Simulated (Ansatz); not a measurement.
Energy needed to pull apart CH5NSi (SMILES C=N[SiH3]), closed shell, into free ground-state atoms, from the structure below (displaced at random from a GFN2-xTB minimum); no zero-point or spin–orbit terms; open-shell atoms are treated unrestricted, in their ground-state multiplicity.

```
8
angstrom
C -0.9577 0.5793 -1.0321
N -0.4749 -0.3940 -0.4371
Si 0.7655 -0.5568 0.9248
H -1.6358 0.5101 -1.7474
H -0.6973 1.6002 -1.0273
H 0.3356 0.3789 1.9689
H 2.0175 -0.1471 0.3032
H 0.7210 -1.7941 1.1759
```

Ansatz 0.2.0; basis: def2-TZVPP; cores frozen in the correlated methods.

| method | atomization energy (kJ/mol) |
| --- | --- |
| PBE-D4 | 2650 |
| r2SCAN-D4 | 2608 |
| B97M-V | 2632 |
| PBE0-D4 | 2604 |
| CAM-B3LYP-D4 | ? |
| wB97M-V | 2636 |
| HF | ? |
| MP2 | 2561 |
| CCSD | 2507 |
| CCSD(T) | 2545 |

**Question.** What does HF give? (To be estimated.)

**Answer.** The calculation gives: 1850 kJ/mol, which is about 695 kJ/mol less than CCSD(T)/def2-TZVPP.

**Question.** What does CAM-B3LYP-D4 give? (An estimate is asked for; the value comes from the calculation.)

**Answer.** Computed: 2646 kJ/mol, which is about 102 kJ/mol more than CCSD(T)/def2-TZVPP.

In triple zeta the MP2 and coupled-cluster atomization energies are still short of their basis limit by a few kcal/mol a bond, whereas those of the functionals are nearly converged, so these differences are not deviations from converged CCSD(T).

No T1 diagnostic of these runs exceeds 0.013.

For scale, one of the runs: CCSD(T)/def2-TZVPP forces, 174 basis functions (an equivalent command: `ansatz run in.yaml --threads 4`). Hardware: 4 CPU threads, shared host. Wall time 56 s; peak host memory 2.9 GiB.
